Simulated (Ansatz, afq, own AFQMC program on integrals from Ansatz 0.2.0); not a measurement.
# AFQMC, coupled cluster and functionals along a coordinate of HBr + CN, doublet

```yaml
atoms:
  - { symbol: Br, position_ang: [0.0000, 0.0000, -2.2337] }
  - { symbol: H, position_ang: [0.0000, 0.0000, -0.8131] }
  - { symbol: N, position_ang: [0.0000, 0.0000, 2.1034] }
  - { symbol: C, position_ang: [0.0000, 0.0000, 0.9433] }
```

A hydrogen atom is moved from one rigid fragment to the other; the Br1–H2 distance tells how far. The two fragments are held close together, so this isn't a minimum-energy path and the start is a compressed complex. Energies in mEh count from this geometry (1.421 Å) at the same level; the start stands on ROHF, each point on the determinant named.

Basis cc-pVTZ. Noble-gas cores (and the filled d shells of Ga–Kr and In–Xe) are frozen. AFQMC by an in-house program on the Cholesky factors that Ansatz 0.2.0 writes for its CCSD(T) run. The CISD trial takes its coefficients from CCSD amplitudes. Released means that phaseless walkers are propagated on without the constraint, phases kept. Error bars are statistical, one sigma. No spin–orbit coupling.

Cautions, each for one point or more: a spin-contaminated unrestricted determinant lies lower; higher spins were not checked; inner d shell frozen; no relativity below Rb; no spin-orbit coupling; raised T1 diagnostic; the search met a lower determinant of the same kind, perhaps of another symmetry; the search met a lower determinant of the same kind, perhaps of another symmetry, and this one is a saddle point.

```csv
r(Br1–H2) / Å,det.,T1,weight,CCSD(T),ph-AFQMC/CISD,released AFQMC,B3LYP,B2PLYP
1.611,ROHF,0.034,0.79,-1.9,-1.5 ± 0.6,-2.6 ± 0.7*,-6.8,-4.1
1.706,ROHF,0.035,0.79,-7.5,-6.9 ± 0.6,-8.2 ± 0.8*,-12.9,-10.0
1.801,ROHF,0.027,0.80,-19.1,-19.8 ± 0.5,–,-23.0,-21.2
```

Weight is that of the determinant in the CISD state; at the start T1 is 0.042 and the weight 0.78. An asterisk marks released energies that aren't shown to be converged. A dash marks a missing value, a released energy that hasn't settled or a functional that sits on another state. Largest departures from phaseless AFQMC with a CISD trial: CCSD(T) 0.6 mEh at 1.801 (on ROHF) (within the noise), B3LYP -6.0 mEh at 1.706, B2PLYP -3.1 mEh at 1.706. The walk's constraint bias lies outside its error bars, so these are departures and not errors. Functionals count only at points shown to share the start's state and spin.

Some points may be missing: those where a free walk finds a much lower state, and past Zn most of those on another determinant than at the start.

A walk keeps the symmetry of its determinant, which the program's search chose and which needn't be the lowest solution, so a lower state of the same spin and another symmetry isn't excluded.
